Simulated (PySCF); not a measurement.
H6SSi2.
SMILES: `[SiH3][SiH2]S`

Torsions of this conformer, `[SiH3:1][SiH2:2][SH:3]`: H–S3–Si2–Si1 -56°.

The closed-shell ground state was solved at several levels (PySCF, density fitting, gas phase, non-relativistic). Isolated species at its PBE0-D3(BJ)/def2-SVP geometry (one conformer only).

```tsv
level	basis functions	total energy (Eh)	HOMO (eV)	LUMO (eV)	gap (eV)	dipole (D)
wB97X-D/pcSseg-2	213	-980.8466	-9.16	1.24	10.40	1.29
PBE0/pcSseg-1	102	-980.3700	-7.36	-0.39	6.97	1.40
```

(1) Estimate the row for CAM-B3LYP/def2-SVPD, a basis of 123 functions; the other rows only guide the guess.

(2) Over all these levels, which gives the widest orbital gap and which the narrowest?

(3) How far do the dipole and the HOMO energy spread over the levels?

Answers

(1) Total energy -980.5100 Eh, HOMO -8.60 eV, LUMO 0.47 eV, gap 9.07 eV, dipole 1.17 D.

(2) wB97X-D/pcSseg-2 (range-separated hybrid) has the widest, 10.40 eV, and PBE0/pcSseg-1 (global hybrid, 25 % exact exchange) the narrowest, 6.97 eV. Functional and basis both differ between the two, so the spread mixes both effects.

(3) The dipole runs from 1.17 to 1.40 D (mean 1.29 D) and the HOMO from -9.16 to -7.36 eV.

wB97X-D is run here without its empirical dispersion term; that term would change no orbital, density or response property at a fixed geometry.
